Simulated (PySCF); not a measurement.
Isomers of C3H5N3.

All values: PBE0/pcSseg-1 (PySCF) at PBE0-D3(BJ)/def2-SVP geometries, gas phase, one conformer each.

(1) Rank by the lowest Hirshfeld charge on any atom, lowest value first.
A. `Cn1nccn1`
B. `Cn1cnnc1`
C. `Nc1cn[nH]c1`
D. `Cn1ccnn1`

(2) Rank by LUMO energy, lowest first.
A. `Cn1cncn1`
B. `n1n(ncc1)C`
C. `Nc1cn[nH]c1`

(3) Rank by dipole moment, lowest first.
A. `Cn1cnnc1`
B. `n1cnn(c1)C`
C. `Cn1nccn1`
D. `c1c(cn[nH]1)N`
E. `c1n(nnc1)C`

## Answers

(1) C (-0.215 e), B (-0.167 e), D (-0.149 e), A (-0.138 e).

(2) B (-0.04 eV), A (0.14 eV), C (0.73 eV).

(3) C (0.54 D), D (2.79 D), B (3.44 D), E (4.72 D), A (6.36 D).

All values together:

```json
{"SMILES": "Cn1nccn1", "μ (D)": "0.54", "HOMO (eV)": "-7.59", "LUMO (eV)": "-0.04", "lowest IAO charge (e)": "-0.307 (C)", "highest IAO charge (e)": "+0.176 (H)", "lowest Hirshfeld charge (e)": "-0.138 (N)", "highest Hirshfeld charge (e)": "+0.097 (N)"}
{"SMILES": "Cn1cnnc1", "μ (D)": "6.36", "HOMO (eV)": "-7.24", "LUMO (eV)": "0.25", "lowest IAO charge (e)": "-0.310 (C)", "highest IAO charge (e)": "+0.169 (H)", "lowest Hirshfeld charge (e)": "-0.167 (N)", "highest Hirshfeld charge (e)": "+0.071 (H)"}
{"SMILES": "Cn1cncn1", "μ (D)": "3.44", "HOMO (eV)": "-7.66", "LUMO (eV)": "0.14", "lowest IAO charge (e)": "-0.345 (N)", "highest IAO charge (e)": "+0.168 (H)", "lowest Hirshfeld charge (e)": "-0.219 (N)", "highest Hirshfeld charge (e)": "+0.071 (H)"}
{"SMILES": "Cn1ccnn1", "μ (D)": "4.72", "HOMO (eV)": "-7.59", "LUMO (eV)": "-0.05", "lowest IAO charge (e)": "-0.312 (C)", "highest IAO charge (e)": "+0.182 (H)", "lowest Hirshfeld charge (e)": "-0.149 (N)", "highest Hirshfeld charge (e)": "+0.070 (H)"}
{"SMILES": "Nc1cn[nH]c1", "μ (D)": "2.79", "HOMO (eV)": "-5.79", "LUMO (eV)": "0.73", "lowest IAO charge (e)": "-0.523 (N)", "highest IAO charge (e)": "+0.298 (H)", "lowest Hirshfeld charge (e)": "-0.215 (N)", "highest Hirshfeld charge (e)": "+0.157 (H)"}
```
